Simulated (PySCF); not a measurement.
This PySCF input (PBE/def2-TZVPP) gives -398.64954 Eh with 56 basis functions.

```python
import numpy as np, basis_set_exchange as bse
from pyscf import gto, scf, dft, df

basis = {'H': gto.basis.parse(bse.get_basis('def2-TZVPP', elements=['H'], fmt='nwchem')), 'S': gto.basis.parse(bse.get_basis('def2-TZVPP', elements=['S'], fmt='nwchem'))}
mol = gto.M(
    atom='''
    S    -0.00000000   -0.00000000   -0.07935692
    H     0.00000000    0.00000000    1.26971067
    ''',
    basis=basis,
    charge=-1,
    verbose=4,
    max_memory=2160,
)
mf = dft.RKS(mol, xc='pbe')
mf.grids.level = 3
mf = mf.density_fit(auxbasis=df.autoaux(mol))
mf.conv_tol = 1e-9
mf.max_cycle = 100
print('smallest overlap eigenvalue', np.linalg.eigvalsh(mol.intor('int1e_ovlp'))[0])
mf.kernel()
dip = mf.dip_moment()
```

Change:
```diff
- basis = {'H': gto.basis.parse(bse.get_basis('def2-TZVPP', elements=['H'], fmt='nwchem')), 'S': gto.basis.parse(bse.get_basis('def2-TZVPP', elements=['S'], fmt='nwchem'))}
+ basis = {'H': gto.basis.parse(bse.get_basis('6-311++G(3df,3pd)', elements=['H'], fmt='nwchem')), 'S': gto.basis.parse(bse.get_basis('6-311++G(3df,3pd)', elements=['S'], fmt='nwchem'))}
```

Task: What does the run give now?

Result: -398.66575 Eh (PBE/6-311++G(3df,3pd), 65 functions), a change of -16.21 mEh.
